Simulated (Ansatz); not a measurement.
# CH₆BN (SMILES BCN): single points off equilibrium

How do the functionals fare away from a minimum? The structure is a structure displaced at random from a GFN2-xTB minimum.

Program: Ansatz 0.2.0, Gaussian basis. Level of theory: single points in def2-TZVPP. These are calculated values, not measurements.

Cores are frozen in the correlated methods.

### 1 The starting structure

SMILES `BCN`, 9 atoms, charge 0, spin multiplicity 1.

Atoms are counted from 1 here; the program's logs count them from 0.

Bond lengths: B1–C2 1.496 Å, B1–H4 1.184 Å, B1–H5 1.246 Å, C2–N3 1.399 Å, C2–H6 1.182 Å, C2–H7 1.239 Å, N3–H8 1.068 Å, N3–H9 1.040 Å. Angles: C2–B1–H4 123.5°, C2–B1–H5 126.9°, H4–B1–H5 109.2°, B1–C2–N3 119.7°, B1–C2–H6 108.9°, B1–C2–H7 109.5°, N3–C2–H6 106.9°, N3–C2–H7 105.8°, H6–C2–H7 105.1°, C2–N3–H8 115.1°, C2–N3–H9 112.4°, H8–N3–H9 99.5°.

Coordinates:

```csv
atom,x (Å),y (Å),z (Å)
B1,0.3859,1.2396,-0.1674
C2,0.2412,-0.2458,-0.2718
N3,-0.5276,-0.9350,0.6725
H4,1.2213,1.8570,-0.7355
H5,-0.2299,1.9981,0.6058
H6,-0.1997,-0.5142,-1.3354
H7,1.3618,-0.7734,-0.2435
H8,-0.6572,-1.9770,0.4777
H9,-1.5235,-0.6341,0.6689
```

### 2 CCSD(T)/def2-TZVPP

Contents of run/in.yaml:

```yaml
crystal:
  periodic: [false, false, false]
  atoms:
    - {symbol: B, position_ang: [0.385900, 1.239600, -0.167400]}
    - {symbol: C, position_ang: [0.241200, -0.245800, -0.271800]}
    - {symbol: N, position_ang: [-0.527600, -0.935000, 0.672500]}
    - {symbol: H, position_ang: [1.221300, 1.857000, -0.735500]}
    - {symbol: H, position_ang: [-0.229900, 1.998100, 0.605800]}
    - {symbol: H, position_ang: [-0.199700, -0.514200, -1.335400]}
    - {symbol: H, position_ang: [1.361800, -0.773400, -0.243500]}
    - {symbol: H, position_ang: [-0.657200, -1.977000, 0.477700]}
    - {symbol: H, position_ang: [-1.523500, -0.634100, 0.668900]}
basis:
  gaussian: {orbitals: def2-TZVPP}
correlation: {method: ccsd_t}
output: {forces: true}
```

The command line of these runs was not kept.

### 3 PBE0-D4/def2-TZVPP

Changes to run/in.yaml since step 2:

```diff
@@ -14,3 +14,3 @@
   gaussian: {orbitals: def2-TZVPP}
-correlation: {method: ccsd_t}
-output: {forces: true}
+hamiltonian: {xc: pbe0, dispersion: d4}
+output: {forces: true, orbitals: {seedname: orbitals}}
```

### 4 wB97M-V/def2-TZVPP

Changes to run/in.yaml since step 3:

```diff
@@ -14,3 +14,3 @@
   gaussian: {orbitals: def2-TZVPP}
-hamiltonian: {xc: pbe0, dispersion: d4}
-output: {forces: true, orbitals: {seedname: orbitals}}
+hamiltonian: {xc: {name: wB97M-V}}
+output: {forces: true}
```

### 5 r2SCAN-D4/def2-TZVPP

Changes to run/in.yaml since step 4:

```diff
@@ -14,3 +14,3 @@
   gaussian: {orbitals: def2-TZVPP}
-hamiltonian: {xc: {name: wB97M-V}}
+hamiltonian: {xc: r2scan, dispersion: d4}
 output: {forces: true}
```

### 6 PBE-D4/def2-TZVPP

Changes to run/in.yaml since step 5:

```diff
@@ -14,3 +14,3 @@
   gaussian: {orbitals: def2-TZVPP}
-hamiltonian: {xc: r2scan, dispersion: d4}
+hamiltonian: {xc: pbe, dispersion: d4}
 output: {forces: true}
```

### 7 revPBE-D4/def2-TZVPP

Changes to run/in.yaml since step 6:

```diff
@@ -14,3 +14,3 @@
   gaussian: {orbitals: def2-TZVPP}
-hamiltonian: {xc: pbe, dispersion: d4}
+hamiltonian: {xc: {name: revPBE}, dispersion: d4}
 output: {forces: true}
```

### 8 r2SCAN0-D4/def2-TZVPP

Changes to run/in.yaml since step 7:

```diff
@@ -14,3 +14,3 @@
   gaussian: {orbitals: def2-TZVPP}
-hamiltonian: {xc: {name: revPBE}, dispersion: d4}
+hamiltonian: {xc: {name: r2SCAN0}, dispersion: d4}
 output: {forces: true}
```

(Steps that only read results are left out.)

Before running it: what results should come out? Wanted: energy less free atoms, CCSD(T)/def2-TZVPP; RMS force component; RMS force error; HOMO and LUMO, PBE0-D4; T1 diagnostic.

**Answer**, as computed:

| quantity | value |
| --- | --- |
| energy less free atoms, CCSD(T)/def2-TZVPP | -2989.4 kJ/mol |
| RMS force component | 1.413 to 1.664 eV/Å over the methods |
| RMS force error | PBE0-D4 0.172, wB97M-V 0.106, r2SCAN-D4 0.170, PBE-D4 0.277, revPBE-D4 0.243, r2SCAN0-D4 0.168 eV/Å |
| HOMO and LUMO, PBE0-D4 | -6.78 and -1.33 eV |
| T1 diagnostic | 0.010 |

**Reading.** Against CCSD(T) the functionals' energies less atoms differ by -153.9 to -52.6 kJ/mol, PBE-D4 by -153.9 kJ/mol. A larger basis would deepen the CCSD(T) value, while the functionals are nearly converged already, so the order here is not reliable. The forces of wB97M-V come nearest to CCSD(T), those of PBE-D4 are farthest. Frozen-core CCSD(T) forces in triple zeta carry basis errors of their own, and this is one geometry, so small gaps rank nothing.
